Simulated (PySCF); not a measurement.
This PySCF input asks for the NMR shieldings of 1,2-dimethoxyethane (O(C)CCOC, C4H10O2); the geometry comes from GFN2-xTB.

```python
import basis_set_exchange as bse
import numpy as np
from pyscf import gto, dft
from pyscf.prop import nmr

atoms = """
C     2.757901   -0.002676   -0.024689
O     1.601824   -0.666943    0.416680
C     0.449953    0.140051    0.361491
C    -0.726971   -0.686483    0.893468
O    -1.910407    0.051764    1.059896
C    -2.574193    0.379994   -0.136344
H     3.576658   -0.713916    0.061213
H     2.970729    0.879078    0.592805
H     2.660218    0.317408   -1.070083
H     0.573849    1.039964    0.984420
H     0.265539    0.462497   -0.675860
H    -0.890593   -1.547056    0.229266
H    -0.464696   -1.056873    1.887006
H    -2.739943   -0.511035   -0.753821
H    -2.023050    1.121601   -0.724585
H    -3.534418    0.801567    0.155211
"""
names = dict.fromkeys(["C", "O", "H"], "pcSseg-1")
basis = {el: gto.basis.parse(bse.get_basis(n, elements=[el], fmt="nwchem")) for el, n in names.items()}
mol = gto.M(atom=atoms, basis=basis, charge=0, verbose=0)
mf = dft.RKS(mol, xc="PBE0")
mf.grids.level = 2
mf.grids.alignment = dft.numint.BLKSIZE   # the property module wants whole blocks of grid points
mf.conv_tol = 1e-9
mf.kernel()

calc = nmr.RKS(mf)   # GIAO
C = mf.mo_coeff
Co = C[:, mf.mo_occ > 0]
resp = mf.gen_response(singlet=True, hermi=2)
def vind(x):   # induced exchange potential for any number of trial vectors
    d = np.einsum("pi,xij,qj->xpq", C, 2 * x.reshape(-1, C.shape[1], Co.shape[1]), Co, optimize=True)
    return np.einsum("xpq,pi,qj->xij", resp(d - d.transpose(0, 2, 1)), C, Co, optimize=True).ravel()
mo1, _ = nmr.rhf.solve_mo1(calc, with_cphf=vind)
sigma = calc.kernel(mo1)
for i, s in enumerate(sigma):   # ppm
    print("%2d %-2s %9.2f" % (i, mol.atom_pure_symbol(i), np.trace(s) / 3))
```

Problem. What are the results?

Solution. 
```
 0 C     124.86
 1 O     321.66
 2 C     112.99
 3 C     112.47
 4 O     319.93
 5 C     126.25
 6 H      27.78
 7 H      28.34
 8 H      28.37
 9 H      28.43
10 H      27.90
11 H      28.29
12 H      27.66
13 H      28.63
14 H      28.21
15 H      27.87
```

These numbers come from an equivalent density-fitted implementation of the same equations, which agrees with the script to about 0.01 ppm for H and up to a few tenths of a ppm for heavy atoms, so last digits may differ.

Problem. Turn these shieldings into chemical shifts. Referencing at the same level of theory: TMS for ¹³C (σref 186.93) and ¹H (σref 31.72); H2O for ¹⁷O (σref 336.08).

Solution. Averaging equivalent atoms: C 2/3: 74.2; C 0/5: 61.4; O 1/4: 15.3; H 9/10/11/12: 3.65; H 6/7/8/13/14/15: 3.52 ppm. Experimental scales use liquid or dissolved standards, which lie at an offset from isolated H2O (liquid H2O: subtract about 36 ppm).

Size and cost of the density-fitted run: 152 basis functions, 11 s wall time on 1 thread of an x86-64 server CPU, shared host.
